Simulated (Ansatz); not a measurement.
Input for Ansatz (development build ahead of 0.2.0):

```yaml
crystal:
  periodic: [false, false, false]
  atoms:
    - { symbol: C, position_ang: [0.0, 0.0, 0.0] }
    - { symbol: "N", position_ang: [0.0, 0.0, 1.1134] }
basis:
  gaussian: { orbitals: def2-SVP }
magnetization:
  initial_magnetization: 1
hamiltonian:
  xc: hf
correlation:
  method: mp2
  frozen_orbitals: { C: 1, "N": 1 }
```

The input is written out in the form of the current development build from the run's settings. Correlation on restricted open-shell orbitals is semicanonical, with singles.

Results

```
Converged                                                          : yes
Reference energy                                                   : -92.11288 hartree
Correlation energy                                                 : -0.25428 hartree
Total energy                                                       : -92.36716 hartree
Spin squared of the determinant                                    : 0.750
Stability test                                                     : minimum among restricted orbitals
Occupied orbitals by symmetry in an Abelian subgroup (alpha; beta) : 5 A1 1 B1 1 B2; 4 A1 1 B1 1 B2
```

Messages of the program:
```
mean field -2506.51915825 eV, -92.1128800859 hartree, gradient 2.1e-6 eV, S^2 0.750000; 4 other ends of a descent, 0 dependent functions left out
```
